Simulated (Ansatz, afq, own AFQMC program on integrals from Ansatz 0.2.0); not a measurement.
AlLiH$_{2}$, singlet → AlLiH$_{2}$, triplet

```
atom   x (Å)    y (Å)    z (Å)
  Al  0.0000   0.0000   0.4562
  Li  0.0000   0.0000  -2.1826
   H  0.0000   1.3079   1.4086
   H  0.0000  -1.3079   1.4086
```

Connectivity, by distances: AlH2–Li.

E(triplet, charge +0) − E(singlet, charge +0) at this geometry, on RHF and UHF determinants.

Basis 6-31G. Noble-gas cores (and the filled d shells of Ga–Kr and In–Xe) are frozen. Ansatz 0.2.0 and our own AFQMC program on the same integrals; the CISD trial comes from CCSD amplitudes, and released means the phaseless constraint is let go. Free projection: walkers drawn from exp(T), propagated without any constraint. Its projection time is finite, and what remains of the start isn't in its error. ± is one standard error of the sampling. The errors of all members are added in quadrature.

Full CI on the same integrals is exact in this basis and with this determinant's frozen core.

Errors are counted within 6-31G, not against nature.

Cautions: AlLiH₂ (triplet): another spin lies lower; core correlation is missing, and it shifts such a gap most where an s electron is promoted.

| level | vertical spin gap (kJ/mol) |
| --- | --- |
| CCSD | 150.9 |
| MP2 | 147.4 |

From these cheaper values, estimate the vertical spin gap at the reference level in 6-31G.

150.9 kJ/mol (full CI in 6-31G).

```json
{"level": "HF", "vertical spin gap (kJ/mol)": "129.1", "error against FCI (kJ/mol)": "-21.8"}
{"level": "CCSD(T)", "vertical spin gap (kJ/mol)": "151.0", "error against FCI (kJ/mol)": "0.1"}
{"level": "CCSDT", "vertical spin gap (kJ/mol)": "150.7", "error against FCI (kJ/mol)": "-0.1"}
{"level": "CCSDT(Q)", "vertical spin gap (kJ/mol)": "150.8", "error against FCI (kJ/mol)": "-0.1"}
{"level": "CCSDTQ", "vertical spin gap (kJ/mol)": "150.9", "error against FCI (kJ/mol)": "0.0"}
{"level": "free AFQMC", "vertical spin gap (kJ/mol)": "150.5 ± 0.2", "error against FCI (kJ/mol)": "-0.3 ± 0.2"}
```

Correlation beyond CCSD(T) changes it by less than 2 meV. The perturbative (T) step is worth +0.1 kJ/mol.

CCSDT and higher add their correlation energy to the determinant of the CCSD(T) run, since their own runs factorise the integrals more tightly (a shift of under 2 meV). Free projections are given only where their last times agree within the noise and don't stop above the reference; a slow remainder of the start can still hide under it. A walk keeps the symmetry of its determinant, which the program's search chose and which needn't be the lowest solution, so a lower state of the same spin and another symmetry isn't excluded.
